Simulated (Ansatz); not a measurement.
# SiHCl (triplet): the correlation ladder at distance Cl1–H2 along a hydrogen transfer = 1.279 Å, 6-31G

Aim: climb from Hartree-Fock through coupled cluster and multireference methods for SiHCl (triplet) at one geometry and basis, and see what each rung misses.

Computed with Ansatz 0.2.0, Gaussian basis. Level: 6-31G, core rule «outside noble gas», up to 10 orbitals frozen.

The runs, in order: UHF; CCSD(T) on ROHF; CCSD(T) on UHF; BCCD(T) on ROHF; CISD; CCSDT(Q) on ROHF; CCSDT(Q) on UHF; CCSDTQ on ROHF; CCSDTQ on UHF; CASSCF and MRCISD+Q, 4 electrons in 4 orbitals; CASSCF and NEVPT2, 4 electrons in 4 orbitals; CASSCF and MRCISD+Q, 12 electrons in 9 orbitals; CASSCF and MRCISD+Q(relaxed), 12 electrons in 9 orbitals; CASSCF and NEVPT2, 12 electrons in 9 orbitals; Full CI.

## (1) What is computed

The geometry derives from fragments relaxed apart (PBE0/def2-TZVP) and kept rigid, so it is no stationary point. A hydrogen atom is moved between rigid fragments.

3 atoms, charge 0, spin multiplicity 3.

Atoms are counted from 1 here; the program's logs count them from 0.

Bond lengths: Cl1–H2 1.279 Å.

As a file:

```xyz
3
charge 0, multiplicity 3
Cl    0.0000    0.0000   -1.4636
H     0.0000    0.0000   -0.1848
Si    0.0000    0.0000    1.6484
```

## (2) UHF

Contents of in.yaml:

```yaml
crystal:
  periodic: [false, false, false]
  atoms:
    - {symbol: Cl, position_ang: [0.000000, 0.000000, -1.463600]}
    - {symbol: H, position_ang: [0.000000, 0.000000, -0.184800]}
    - {symbol: Si, position_ang: [0.000000, 0.000000, 1.648400]}
basis:
  gaussian: {orbitals: 6-31G}
magnetization: {spin_polarized: true, initial_magnetization: 2}
hamiltonian: {xc: hf}
output: {orbitals: {seedname: orbitals}}
```

The run is started by

```bash
ansatz run in.yaml --threads 1 --pin off --events-out ev --progress --plain --max-ram 3968MiB --backend cpu
```

Further steps of the session: CCSD(T) on ROHF; CCSD(T) on UHF; BCCD(T) on ROHF; CISD; CCSDT(Q) on ROHF; CCSDT(Q) on UHF; CCSDTQ on ROHF; CCSDTQ on UHF; CASSCF and MRCISD+Q, 4 electrons in 4 orbitals; CASSCF and NEVPT2, 4 electrons in 4 orbitals; CASSCF and MRCISD+Q, 12 electrons in 9 orbitals; CASSCF and MRCISD+Q(relaxed), 12 electrons in 9 orbitals; CASSCF and NEVPT2, 12 electrons in 9 orbitals; Full CI.

Before running them: what should the planned runs give, taken together? Wanted: FCI below the RHF energy; RMP2 from FCI; UMP2 from FCI; RCCSD from FCI; RCCSD(T) from FCI; UCCSD(T) from FCI; RCCSDT(Q) from FCI; UCCSDT(Q) from FCI; NEVPT2 valence from FCI.

As calculated:

```
                          quantity                                                                                                                         value
          FCI below the RHF energy                                                                                                                    -2.3979 eV
                     RMP2 from FCI                                                                                                               +12.38 kcal/mol
                     UMP2 from FCI                                                                                                               +12.45 kcal/mol
                    RCCSD from FCI                                                                                                                +0.82 kcal/mol
                 RCCSD(T) from FCI                                                                                                                +0.18 kcal/mol
                 UCCSD(T) from FCI                                                                                                                +0.18 kcal/mol
                RCCSDT(Q) from FCI                                                                                                                +0.01 kcal/mol
                UCCSDT(Q) from FCI                                                                                                                 0.00 kcal/mol
           NEVPT2 valence from FCI                                                                                                                +9.56 kcal/mol
         MRCISD+Q valence from FCI                                                                                                                +1.04 kcal/mol
MRCISD+Q(relaxed) valence from FCI                                                                                                                +0.77 kcal/mol
 levels within 1 kcal/mol (43 meV)  RCCSD, UCCSD, RCCSD(T), UCCSD(T), BCCD(T), RCCSDT, UCCSDT, RCCSDT(Q), UCCSDT(Q), RCCSDTQ, UCCSDTQ, MRCISD+Q(relaxed) valence
                     T1 diagnostic                                                                                                                         0.012
    effectively unpaired electrons                                                                                                                          2.03
```

In words: RCCSD(T) lands +0.18 kcal/mol from the yardstick (0.3 % of the correlation energy). One determinant dominates. Of the multireference levels listed MRCISD+Q(relaxed) valence comes nearest in total energy (+0.77 kcal/mol), which doesn't show that its space is the better one. These misses are within one basis, not against nature; the frozen cores of restricted and unrestricted runs differ, which can shift their rows.
